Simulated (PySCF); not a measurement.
Field gradients at the hydrogen positions

Compound: C5H8P (charge -1).
Cartesian coordinates in Å at the GFN2-xTB level; atoms count from 1:
```
atom  x, y, z in Å
C1    -3.5437   -0.2126   -0.3251
C2    -2.2194   -0.2439   -0.1120
P3    -1.0120    0.8205   -0.8534
C4     0.4372    0.1533   -0.0775
C5     1.6953    0.5809   -0.2646
C6     2.8920   -0.0145    0.4143
H7    -3.9942    0.4990   -0.9980
H8    -4.2166   -0.9020    0.1691
H9    -1.8287   -0.9889    0.5803
H10    0.2734   -0.6768    0.6090
H11    1.8922    1.4035   -0.9396
H12    2.5924   -0.8333    1.0689
H13    3.4200    0.7307    1.0203
H14    3.6114   -0.4060   -0.3141
```

Level: PBE0/pcSseg-1 (PySCF, non-relativistic); Q(2H) = 0.00286 b; rigid geometry, the same for H and D, with no vibrational averaging.

**Question.** Rank these positions by the coupling χzz of a deuteron there, largest first.
A. H12 (methyl hydrogen)
B. H14 (methyl hydrogen)
C. H7 (vinylic hydrogen)
D. H11 (vinylic hydrogen)
E. H9 (vinylic hydrogen)

**Answer.** C (235 kHz), D (226 kHz), E (217 kHz), A (212 kHz), B (207 kHz).

**Question.** Give the electric field gradient Vzz (the principal value of largest size), its asymmetry and the 2H coupling at each hydrogen.

**Answer.** 
```csv
atom,bonded to,bond length (Å),Vzz (au),η,χzz (kHz)
H7,C1,1.078,0.3490,0.10,235
H8,C1,1.083,0.3432,0.11,231
H9,C2,1.089,0.3224,0.04,217
H10,C4,1.090,0.3217,0.05,216
H11,C5,1.082,0.3366,0.11,226
H12,C6,1.090,0.3156,0.01,212
H13,C6,1.096,0.3074,0.01,207
H14,C6,1.096,0.3074,0.01,207
```

**Question.** How does χzz go with the bond length over the 8 C–H bonds?

**Answer.** A straight-line fit has a slope of -16.0 kHz for each 0.01 Å, with a correlation coefficient of -0.98, over lengths from 1.078 to 1.096 Å. The longer bonds have the smaller couplings here.

Geometry: GFN2-xTB, one conformer, isolated ion. The pcSseg-1 basis has no diffuse functions, a weakness for an anion. The HOMO energy is positive at this level (+0.66 eV), so the outermost electrons may be held by the finite basis alone. GFN2-xTB bond lengths can be off by several hundredths of an ångström, more for odd bonds, and the gradients follow them. With so small a basis the couplings can be 20 % off.

The run behind these numbers computed NMR shieldings as well. Cost: about 40 s of CPU time on one thread; the machine was shared, so the figure is rough.
